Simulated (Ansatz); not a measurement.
**Molecular dynamics of BH$_{5}$N$_{2}$**

Input file:

```yaml
crystal:
  periodic: [false, false, false]
  atoms:
    - { symbol: B, position_ang: [-0.001555, -0.252444, -0.152502] }
    - { symbol: H, position_ang: [-0.005304, -0.881503, 0.875078] }
    - { symbol: "N", position_ang: [1.247491, 0.066527, -0.744373] }
    - { symbol: H, position_ang: [2.127739, -0.217451, -0.329515] }
    - { symbol: H, position_ang: [1.365112, 0.591176, -1.607326] }
    - { symbol: "N", position_ang: [-1.246327, 0.133325, -0.712815] }
    - { symbol: H, position_ang: [-2.129691, -0.10356, -0.275712] }
    - { symbol: H, position_ang: [-1.357465, 0.66393, -1.572835] }
basis:
  gaussian: { orbitals: def2-mTZVP }
hamiltonian:
  xc: pbe
  dispersion: d4
md:
  timestep: 0.5
  n_steps: 150
  ensemble: nvt_nose_hoover
  temperature: 400.0
  initial_velocities: maxwell_boltzmann
  seed: 300163
  nose_hoover: { tau: 100.0, chain_length: 5 }
```

Launched with:

```bash
$ ansatz run input.yaml --threads 1 --pin off --max-ram 2048MiB --backend cpu --events-out ev --progress --plain --runs-dir out
```

It starts from a relaxed structure.

Output, in part (step lines, the closing report, with atoms numbered from 0):

```
md step     0: t =     0.00 fs  T =   400.0 K  F+E_penalty+E_count = -3736.27351954 eV  E_kin = 0.310224 eV  conserved = -3735.96329555 eV  (25 SCF iters)
[... lines left out ...]
Total energy: -3736.06210167 eV, -137.2977498426 hartree
Atom 0 at    -0.001086    -0.212461    -0.147309 Å, force    -0.036954    -0.913732     0.512641 eV/Å
Atom 1 at     0.000862    -0.904162     0.937931 Å, force    -0.010703     0.793565    -1.231720 eV/Å
Atom 2 at     1.275609     0.080061    -0.737582 Å, force     0.702401    -0.953027     0.921161 eV/Å
Atom 3 at     2.126638    -0.456643    -0.427719 Å, force    -1.200856     0.839923    -0.243365 eV/Å
Atom 4 at     1.449983     0.536601    -1.622149 Å, force    -0.187358     0.142640    -0.294393 eV/Å
Atom 5 at    -1.276108     0.105959    -0.726028 Å, force     2.115122     0.064460     0.042400 eV/Å
Atom 6 at    -2.121919    -0.097233    -0.284678 Å, force    -1.550588    -0.528453     1.172307 eV/Å
Atom 7 at    -1.437092     0.737449    -1.480140 Å, force     0.168936     0.554624    -0.879032 eV/Å
Dipole moment:    -0.013678     0.135512    -0.289716 e Å
```

The steps, from the saved trajectory:

```tsv
time (fs)	T (K)	potential energy less start (eV)	conserved less start (meV/atom)
0	400	0.000	0.00
2.5	141	0.206	0.57
5	310	0.071	0.07
7.5	124	0.219	0.53
10	202	0.156	0.21
12.5	157	0.192	0.39
15	200	0.158	0.21
17.5	163	0.188	0.35
20	211	0.152	0.31
22.5	161	0.191	0.33
25	182	0.176	0.35
27.5	266	0.110	0.13
30	135	0.217	0.52
32.5	303	0.084	0.14
35	131	0.222	0.50
37.5	254	0.125	0.16
40	193	0.176	0.40
42.5	209	0.165	0.29
45	197	0.177	0.38
47.5	213	0.166	0.28
50	175	0.197	0.38
52.5	290	0.110	0.28
55	244	0.149	0.36
57.5	241	0.155	0.37
60	262	0.141	0.26
62.5	146	0.234	0.43
65	228	0.171	0.25
67.5	163	0.226	0.41
70	199	0.200	0.35
72.5	272	0.146	0.30
75	194	0.211	0.39
```

The run went to its last step. The conserved energy stayed within 0.6 meV per atom of its start (net change 0.39 meV per atom), so the integration is sound. The mean temperature of the second half is 45 % below the set value. A run of 0.075 ps of so small a system gives no equilibrium averages.

The same pairs are bonded in the first frame and the last. Pairs count as bonded within 1.25 times the sum of covalent radii (0.12 Å more for H–H).

Last frame:

```xyz
8
Properties=species:S:1:pos:R:3
B -0.001 -0.212 -0.147
H 0.001 -0.904 0.938
N 1.276 0.080 -0.738
H 2.127 -0.457 -0.428
H 1.450 0.537 -1.622
N -1.276 0.106 -0.726
H -2.122 -0.097 -0.285
H -1.437 0.737 -1.480
```

The run took 3.3 min on 1 thread of Arm Neoverse V2 (shared host), peak memory 0.1 GiB.
